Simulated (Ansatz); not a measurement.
Energy needed to pull apart C₂HFO (SMILES O=C=CF), closed shell, into free ground-state atoms, from the structure below (displaced at random from a GFN2-xTB minimum); no zero-point or spin–orbit terms; open-shell atoms are treated unrestricted, in their ground-state multiplicity.

```
atom    x (Å)    y (Å)    z (Å)
  O1   0.6362  -1.2638   1.3657
  C2   0.1584  -0.7423   0.5079
  C3  -0.2188   0.5144  -0.4012
  F4  -1.3509  -0.0366  -1.1779
  H5   0.3852   1.2685  -0.5860
```

Ansatz 0.2.0; basis: def2-TZVPP; cores frozen in the correlated methods.

```
   method  atomization energy (kcal/mol)
    SPW92                          581.9
   PBE-D4                          506.9
revPBE-D4                          486.8
r2SCAN-D4                              ?
  PBE0-D4                          475.3
  wB97M-V                          473.8
       HF                          282.8
      MP2                              ?
     CCSD                          437.8
  CCSD(T)                          454.1
```

(1) What does r2SCAN-D4 give? (An estimate is asked for; the value comes from the calculation.)

(2) What does MP2 give? (To be estimated.)

T1 diagnostic: at most 0.021. The restricted Hartree–Fock reference is unstable towards an unrestricted one here.

## Answers

(1) Computed: 476.9 kcal/mol, which is about 22.8 kcal/mol more than CCSD(T)/def2-TZVPP.

(2) The calculation gives: 477.0 kcal/mol, which is about 22.8 kcal/mol more than CCSD(T)/def2-TZVPP.

In triple zeta the MP2 and coupled-cluster atomization energies are still short of their basis limit by a few kcal/mol a bond, whereas those of the functionals are nearly converged, so these differences are not deviations from converged CCSD(T).

For scale, one of the runs: CCSD(T)/def2-TZVPP forces, 138 basis functions (an equivalent command: `ansatz run in.yaml --threads 4`). The run took 58 s on 4 CPU threads (shared host), with 1.5 GiB of host memory at its peak.
